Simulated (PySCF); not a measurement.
Compound: C₃H₈OS.
SMILES: `CC[S@@](C)=O`

Computed with TDDFT wB97X-D/def2-SVPD, vertical, gas phase, core orbitals frozen in the response (PySCF). The structure is a single GFN2-xTB conformer in the gas phase; no vibrational or solvent corrections. Torsions of this conformer, `[CH3:1][CH2:2][S@@:3]([CH3:4])=[O:5]`: C1–C2–S3–C4 -172°.

```tsv
state	E (eV)	λ (nm)	f	|μ| (D)	main configurations (H = HOMO, L = LUMO)
S1	6.05	205.0	0.063	1.66	H→L (58%), H→L+1 (19%), H→L+4 (13%)
S2	6.16	201.3	0.016	0.83	H→L+2 (58%), H→L+3 (18%), H→L+5 (12%)
S3	6.69	185.2	0.027	1.03	H→L+1 (59%), H→L (23%)
S4	7.17	172.9	0.020	0.86	H-1→L+2 (35%), H→L+3 (14%), H-1→L+3 (14%)
S5	7.19	172.4	0.060	1.49	H→L+3 (45%), H-1→L+2 (19%), H→L+2 (11%)
S6	7.40	167.5	0.042	1.23	H-1→L (32%), H-1→L+1 (11%), H→L+2 (11%)
S7	7.69	161.1	0.0029	0.31	H→L+5 (36%), H→L+4 (29%)
S8	7.83	158.4	0.095	1.79	H→L+6 (53%), H-1→L (12%), H→L+5 (11%)
```

Triplets, Tamm–Dancoff:

| state | E (eV) | λ (nm) | main configurations (H = HOMO, L = LUMO) |
| --- | --- | --- | --- |
| T1 | 5.27 | 235.4 | H→L (49%), H→L+1 (19%), H→L+4 (18%) |
| T2 | 5.50 | 225.5 | H→L+2 (51%), H→L+5 (18%), H→L+3 (15%) |
| T3 | 6.42 | 193.1 | H-1→L (42%), H-1→L+1 (17%), H-1→L+4 (16%) |

The lowest singlet lies at 6.05 eV (205 nm, ultraviolet) and is of moderate strength; its leading configuration is HOMO→LUMO (58%). The most intense listed level is S8 at 7.83 eV (158 nm, f = 0.095), 1.78 eV above S1. It is the last of those listed, so stronger ones may follow. Löwdin shares by element: HOMO oxygen 50%, sulfur 32%, carbon 15% or more; LUMO sulfur 51%, hydrogen 14% or more, carbon 12% or more (atoms not listed hold the other 23%). Of the 8 states listed, 7 reach f = 0.01 and none stays under 0.0005. Weighted by f, the mean energy of these states is 7.10 eV. The listed states span 1.78 eV, and the widest gap between neighbours is 0.54 eV (S2 to S3). No computed singlet lies in the visible range (380 to 750 nm); the lowest, at 205 nm, stands 2.78 eV above its violet end (3.26 eV). Singlets were solved by full linear response, triplets in the Tamm–Dancoff approximation.

Time: 36 s. Hardware: one thread, x86-64 server (shared host).
